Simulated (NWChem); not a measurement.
System: chloroform (CHCl3); SMILES C(Cl)(Cl)Cl

The following NWChem deck was run.

```
start job
memory heap 200 mb stack 900 mb global 1100 mb
geometry units angstroms noautoz
  Cl     1.464502     0.829632    -0.074547
  C      0.000000     0.000000     0.460049
  Cl    -1.450734     0.853480    -0.074547
  Cl    -0.013769    -1.683112    -0.074547
  H      0.000000     0.000000     1.554834
end
basis spherical
  * library def2-svpd
end
dft
  xc b3lyp
  iterations 150
  mulliken
end
task dft energy
```

NWChem printed, in part:

```
             Northwest Computational Chemistry Package (NWChem) 7.3.0
             --------------------------------------------------------

 C3  symmetry detected

                             Geometry "geometry" -> ""
                             -------------------------

 Output coordinates in angstroms (scale by  1.889725989 to convert to a.u.)

  No.       Tag          Charge          X              Y              Z
 ---- ---------------- ---------- -------------- -------------- --------------
    1 Cl                  17.0000     0.79124632    -1.48559258    -0.08339581
    2 C                    6.0000     0.00000000    -0.00000000     0.45120019
    3 Cl                  17.0000     0.89093775     1.42803571    -0.08339581
    4 Cl                  17.0000    -1.68218408     0.05755687    -0.08339581
    5 H                    1.0000     0.00000000    -0.00000000     1.54598519

 Effective nuclear repulsion energy (a.u.)     263.4849379539

      Symmetry information
      --------------------

 Group name             C3
 Group number              5
 Group order               3
 No. of unique centers     3

                                 NWChem DFT Module
                                 -----------------

 Summary of "ao basis" -> "ao basis" (spherical)
 ------------------------------------------------------------------------------
       Tag                 Description            Shells   Functions and Types
 ---------------- ------------------------------  ------  ---------------------
 Cl                        def2-svpd                11       27   5s4p2d
 C                         def2-svpd                 8       20   4s2p2d
 H                         def2-svpd                 4        8   2s2p

      Symmetry analysis of basis
      --------------------------

        a          39
        e+         35
        e-         35

  Rotation of axis

            General Information
            -------------------
          SCF calculation type: DFT
          Wavefunction type:  closed shell.
          No. of atoms     :     5
          No. of electrons :    58
           Alpha electrons :    29
            Beta electrons :    29
          Charge           :     0
          Spin multiplicity:     1
          Use of symmetry is: on ; symmetry adaption is: on
          Maximum number of iterations: 150
          AO basis - number of functions:   109
                     number of shells:    45
          Convergence on energy requested:  1.00D-06
          Convergence on density requested:  1.00D-05
          Convergence on gradient requested:  5.00D-04

              XC Information
              --------------
                         B3LYP Method XC Potential
                     Hartree-Fock (Exact) Exchange  0.200
                        Slater Exchange Functional  0.800 local
                    Becke 1988 Exchange Functional  0.720 non-local
              Lee-Yang-Parr Correlation Functional  0.810
                  VWN I RPA Correlation Functional  0.190 local

             Grid Information
             ----------------
          Grid used for XC integration:  medium
          Radial quadrature: Mura-Knowles
          Angular quadrature: Lebedev.
          Tag              B.-S. Rad. Rad. Pts. Rad. Cut. Ang. Pts.
          ---              ---------- --------- --------- ---------
          Cl                  1.00       88          12.0       590
          C                   0.70       49          10.0       434
          H                   0.35       45          10.0       434
          Grid pruning is: on
          Number of quadrature shells:   182
          Spatial weights used:  Erf1

      Superposition of Atomic Density Guess
      -------------------------------------

 Sum of atomic energies:       -1416.11311714

      Non-variational initial energy
      ------------------------------

 Total energy =   -1417.243488
 1-e energy   =   -2480.605699
 2-e energy   =     799.877273
 HOMO         =      -0.366695
 LUMO         =       0.017876

      Symmetry analysis of molecular orbitals - initial
      -------------------------------------------------

  Numbering of irreducible representations:

     1 a           2 e+          3 e-

  Orbital symmetries:

     1 e+          2 e+          3 a           4 a           5 a
     6 e+          7 e+          8 a           9 e+         10 e+
    11 a          12 e+         13 e+         14 e+         15 e+
    16 a          17 a          18 e+         19 e+         20 a
    21 a          22 e+         23 e+         24 e+         25 e+
    26 e+         27 e+         28 a          29 a          30 a
    31 e+         32 e+         33 a          34 a          35 e+
    36 e+         37 e+         38 e+         39 a

     ---------------------------------------------
      Total Density - Mulliken Population Analysis
     ---------------------------------------------

    Atom       Charge   Shell Charges
 -----------   ------   -------------------------------------------------------
    1 Cl  17    17.42   2.00  1.99  1.24  0.67  0.01  5.94  2.14  3.19  0.18  0.02  0.03
    2 C    6     5.00   1.99  0.90  0.00 -0.08  1.35  0.87  0.06 -0.09
    3 Cl  17    17.42   2.00  1.99  1.24  0.67  0.01  5.94  2.14  3.19  0.18  0.02  0.03
    4 Cl  17    17.42   2.00  1.99  1.24  0.67  0.01  5.94  2.14  3.19  0.18  0.02  0.03
    5 H    1     0.74   0.69 -0.03  0.02  0.06

   convergence    iter        energy       DeltaE   RMS-Dens  Diis-err
 ---------------- ----- ----------------- --------- --------- ---------
 d= 0,ls=0.0,diis     1  -1418.7447090038 -1.68D+03  1.97D-02  1.24D+00
 d= 0,ls=0.0,diis     2  -1418.4189055817  3.26D-01  1.41D-02  4.03D+00
 d= 0,ls=0.0,diis     3  -1418.8897563943 -4.71D-01  1.24D-03  9.53D-03
 d= 0,ls=0.0,diis     4  -1418.8908865219 -1.13D-03  3.73D-04  1.31D-03
 d= 0,ls=0.0,diis     5  -1418.8910444108 -1.58D-04  5.19D-05  2.47D-05
  Resetting Diis
 d= 0,ls=0.0,diis     6  -1418.8910475698 -3.16D-06  1.92D-05  1.52D-06
 d= 0,ls=0.0,diis     7  -1418.8910477646 -1.95D-07  2.91D-06  2.81D-08

         Total DFT energy =    -1418.891047764604
      One electron energy =    -2481.332980114807
           Coulomb energy =      889.466723300754
    Exchange-Corr. energy =      -90.509728904476
 Nuclear repulsion energy =      263.484937953926

 Numeric. integr. density =       57.999998287682

                  Occupations of the irreducible representations
                  ----------------------------------------------

                     irrep           alpha         beta
                     --------     --------     --------
                     a                11.0         11.0
                     e+               18.0         18.0
                     e-                0.0          0.0

                       DFT Final Molecular Orbital Analysis
                       ------------------------------------

 Vector   27  Occ=2.000000D+00  E=-3.397165D-01  Symmetry=e+
              MO Center=  1.2D-01,  4.3D-01, -2.3D-02, r^2= 3.9D+00
   Bfn.  Coefficient  Atom+Function         Bfn.  Coefficient  Atom+Function
  ----- ------------  ---------------      ----- ------------  ---------------
    61      0.357944  3 Cl pz                58      0.293034  3 Cl pz
    60      0.229997  3 Cl py                88     -0.223641  4 Cl pz
    13      0.198468  1 Cl py                86      0.188520  4 Cl px
    59      0.182747  3 Cl px                85     -0.183092  4 Cl pz
    87      0.176937  4 Cl py                57      0.169416  3 Cl py

 Vector   28  Occ=2.000000D+00  E=-3.354305D-01  Symmetry=a
              MO Center= -1.0D-14, -1.0D-14,  3.8D-02, r^2= 3.8D+00
   Bfn.  Coefficient  Atom+Function         Bfn.  Coefficient  Atom+Function
  ----- ------------  ---------------      ----- ------------  ---------------
    14      0.338025  1 Cl pz                61      0.338025  3 Cl pz
    88      0.338025  4 Cl pz                11      0.268140  1 Cl pz
    58      0.268140  3 Cl pz                85      0.268140  4 Cl pz
   102     -0.241152  5 H  s                 34     -0.191020  2 C  pz
     8      0.152228  1 Cl pz                55      0.152228  3 Cl pz

 Vector   29  Occ=2.000000D+00  E=-3.204270D-01  Symmetry=a
              MO Center= -4.7D-14,  1.5D-14, -7.4D-02, r^2= 4.1D+00
   Bfn.  Coefficient  Atom+Function         Bfn.  Coefficient  Atom+Function
  ----- ------------  ---------------      ----- ------------  ---------------
    87      0.377072  4 Cl py                12     -0.332998  1 Cl px
    59      0.320111  3 Cl px                84      0.303446  4 Cl py
     9     -0.267983  1 Cl px                56      0.257602  3 Cl px
    60     -0.199697  3 Cl py                13     -0.177376  1 Cl py
    81      0.171639  4 Cl py                57     -0.160713  3 Cl py

 Vector   30  Occ=0.000000D+00  E=-4.761985D-02  Symmetry=a
              MO Center= -1.1D-13, -4.1D-14, -5.7D-03, r^2= 5.1D+00
   Bfn.  Coefficient  Atom+Function         Bfn.  Coefficient  Atom+Function
  ----- ------------  ---------------      ----- ------------  ---------------
    30      0.646652  2 C  s                 29      0.540630  2 C  s
    86     -0.377838  4 Cl px                37     -0.361712  2 C  pz
    13     -0.333681  1 Cl py                60      0.320754  3 Cl py
   103      0.248758  5 H  s                 34     -0.247371  2 C  pz
     4     -0.214002  1 Cl s                 51     -0.214002  3 Cl s

 Vector   31  Occ=0.000000D+00  E=-6.423809D-03  Symmetry=e+
              MO Center=  1.7D-01,  6.1D-01, -1.4D-02, r^2= 5.7D+00
   Bfn.  Coefficient  Atom+Function         Bfn.  Coefficient  Atom+Function
  ----- ------------  ---------------      ----- ------------  ---------------
    63      0.462188  3 Cl py                36      0.456172  2 C  py
    51     -0.443893  3 Cl s                 33      0.404015  2 C  py
    35      0.384620  2 C  px                60      0.346934  3 Cl py
    32      0.340664  2 C  px                89      0.336763  4 Cl px
    62      0.281814  3 Cl px                78      0.277174  4 Cl s

 Vector   32  Occ=0.000000D+00  E=-6.423809D-03  Symmetry=e+
              MO Center= -1.7D-01, -6.1D-01, -1.4D-02, r^2= 5.7D+00
   Bfn.  Coefficient  Atom+Function         Bfn.  Coefficient  Atom+Function
  ----- ------------  ---------------      ----- ------------  ---------------
    16      0.454890  1 Cl py                35     -0.456172  2 C  px
    89     -0.430464  4 Cl px                 4      0.416308  1 Cl s
    32     -0.404015  2 C  px                36      0.384620  2 C  py
    13      0.354010  1 Cl py                78     -0.352537  4 Cl s
    33      0.340664  2 C  py                86     -0.317024  4 Cl px

     ---------------------------------------------
      Total Density - Mulliken Population Analysis
     ---------------------------------------------

    Atom       Charge   Shell Charges
 -----------   ------   -------------------------------------------------------
    1 Cl  17    17.22   2.00  1.98  1.31  0.62  0.03  5.93  2.17  2.92  0.18  0.03  0.04
    2 C    6     5.54   1.99  1.01 -0.18 -0.09  1.95  0.81  0.07 -0.02
    3 Cl  17    17.22   2.00  1.98  1.31  0.62  0.03  5.93  2.17  2.92  0.18  0.03  0.04
    4 Cl  17    17.22   2.00  1.98  1.31  0.62  0.03  5.93  2.17  2.92  0.18  0.03  0.04
    5 H    1     0.82   0.74  0.01  0.02  0.05

     -------------------------------------------
      Total Density - Lowdin Population Analysis
     -------------------------------------------

    Atom       Charge   Shell Charges
 -----------   ------   -------------------------------------------------------
    1 Cl  17    16.63   2.00  1.96  0.94  0.54  0.14  5.82  2.24  2.44  0.30  0.03  0.22
    2 C    6     7.08   1.96  0.54  0.21  0.13  1.72  1.04  0.12  1.35
    3 Cl  17    16.63   2.00  1.96  0.94  0.54  0.14  5.82  2.24  2.44  0.30  0.03  0.22
    4 Cl  17    16.63   2.00  1.96  0.94  0.54  0.14  5.82  2.24  2.44  0.30  0.03  0.22
    5 H    1     1.05   0.57  0.16  0.07  0.25

     Multipole analysis of the density
     ---------------------------------

     L   x y z        total         alpha         beta         nuclear
     -   - - -        -----         -----         ----         -------
     0   0 0 0     -0.000000    -29.000000    -29.000000     58.000000

     1   1 0 0     -0.000000     -0.000000     -0.000000      0.000000
     1   0 1 0     -0.000000     -0.000000     -0.000000     -0.000000
     1   0 0 1      0.420736      0.210368      0.210368     -0.000000

     2   2 0 0    -33.246496   -145.615322   -145.615322    257.984148
     2   1 1 0      0.000000      0.000000      0.000000     -0.000000
     2   1 0 1     -0.000000     -0.000000     -0.000000      0.000000
     2   0 2 0    -33.246496   -145.615322   -145.615322    257.984148
     2   0 1 1      0.000000      0.000000      0.000000      0.000000
     2   0 0 2    -31.773551    -22.968656    -22.968656     14.163762
```

Level: B3LYP/def2-SVPD. Structure relaxed at the PBE0/def2-SVP level. B3LYP is NWChem's, with the RPA form of VWN correlation.
